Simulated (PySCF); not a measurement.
**Field gradients at the hydrogen positions**

C6H8.
Cartesian coordinates in Å at the GFN2-xTB level; atoms count from 1:
```xyz
14
C6H8 angstrom
C      3.0791    0.2447    0.0267
C      1.9817   -0.2401    0.0915
C      0.7119   -0.8475    0.1635
C     -0.4349   -0.1834    0.3300
C     -0.4948    1.3061    0.4611
C     -1.7510   -0.8914    0.3992
H      4.0344    0.6738   -0.0290
H      0.7157   -1.9271    0.0729
H      0.4994    1.7414    0.4042
H     -0.9470    1.5814    1.4142
H     -1.1120    1.7297   -0.3314
H     -1.6314   -1.9669    0.2948
H     -2.4117   -0.5351   -0.3914
H     -2.2401   -0.6860    1.3518
```

Level: B3LYP/pcJ-1 (PySCF, non-relativistic); Q(2H) = 0.00286 b; rigid geometry, the same for H and D, with no vibrational averaging.

Question: Rank these positions by the coupling χzz of a deuteron there, largest first.
A. H8 (vinylic hydrogen)
B. H12 (methyl hydrogen)
C. H9 (methyl hydrogen)
D. H7 (alkyne hydrogen)

Answer: D (259 kHz), A (209 kHz), B (204 kHz), C (200 kHz).

What are Vzz, η and χzz (234.96 MHz × Q × Vzz) at all hydrogens?

| atom | bonded to | bond length (Å) | Vzz (au) | η | χzz (kHz) |
| --- | --- | --- | --- | --- | --- |
| H7 | C1 | 1.049 | 0.3857 | 0.01 | 259 |
| H8 | C3 | 1.083 | 0.3115 | 0.10 | 209 |
| H9 | C5 | 1.087 | 0.2970 | 0.05 | 200 |
| H10 | C5 | 1.090 | 0.3000 | 0.04 | 202 |
| H11 | C5 | 1.090 | 0.3000 | 0.04 | 202 |
| H12 | C6 | 1.087 | 0.3032 | 0.04 | 204 |
| H13 | C6 | 1.090 | 0.2994 | 0.04 | 201 |
| H14 | C6 | 1.090 | 0.2991 | 0.04 | 201 |

Geometry: GFN2-xTB; no solvent, vibrations or thermal averaging. GFN2-xTB bond lengths can be off by several hundredths of an ångström, more for odd bonds, and the gradients follow them. A larger basis could move these couplings by a tenth or more.

These values come from a run that also computed spin–spin couplings. On one thread of an Arm Neoverse V1, shared host, this took 33 s of wall time.
